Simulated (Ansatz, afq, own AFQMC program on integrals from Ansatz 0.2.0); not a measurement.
**Where AFQMC and coupled cluster stand for CH4Br, doublet**

```tsv
atom	x (Å)	y (Å)	z (Å)
Br	-0.4593	0.0000	0.0000
H	0.9613	0.0000	0.0000
C	2.3767	0.0000	0.0000
H	2.3767	-1.0800	0.0000
H	2.3767	0.5400	0.9353
H	2.3767	0.5400	-0.9353
```

Connectivity, by distances: Br ··· CH3, 1 bridging H.

Basis cc-pVTZ. Noble-gas cores (and the filled d shells of Ga–Kr and In–Xe) are frozen. Integrals, coupled cluster, full CI and functionals: Ansatz 0.2.0; the random walks run on the same integrals in our own AFQMC program. The CISD trial takes its coefficients from CCSD amplitudes. Released means that phaseless walkers are propagated on without the constraint, phases kept. ± is one standard error of the sampling. No spin–orbit coupling.

Determinant: UHF, the one that the program's search chose, which needn't be the lowest solution. The geometry is a point of a scan.

No full CI on the walks' own integrals is used here. The released AFQMC energy serves as the reference, which it does only where one determinant dominates, the energy is flat over the last release times and near the phaseless one (40 meV or 2 meV an electron, half that with transition metals). On small molecules, where full CI could be run and the noise was under 10 meV, such values lay within 10 meV of it in 19 cases of 20, a flattering rate, since the rule was set on those same cases; what remains of the bias isn't in the error bar.

Cautions: no relativity below Rb; no spin-orbit coupling; inner d shell frozen; the released value is read at 1.50 1/Eh (meV from the phaseless value at times in 1/Eh: -7 ± 6 at 0.24, -13 ± 6 at 0.51, 1 ± 7 at 0.99, -14 ± 8 at 1.50).

```
T1 diagnostic                               : 0.0123
weight of the determinant in the CISD state : 0.862
⟨S²⟩ of the determinant                     : 0.778
size of the correlated space                : 15 electrons in 114 orbitals
```

Question: Estimate: order these by the size of their error in total energy against AFQMC with the constraint released, smallest first.
A. CCSD(T)
B. MP2
C. phaseless AFQMC with a CISD trial
D. CCSD

Answer: C (1.4 ± 1.0 kJ/mol), A (5.0 ± 0.8 kJ/mol), D (40.4 ± 0.8 kJ/mol), B (135.9 ± 0.8 kJ/mol).

Reference: AFQMC with the constraint released, correlation energy -10.917 ± 0.008 eV.

A walk keeps the symmetry of its determinant, which the program's search chose and which needn't be the lowest solution, so a lower state of the same spin and another symmetry isn't excluded. Released energies are given only where the last usable release times agree within the noise; a slower fall can still hide under it.
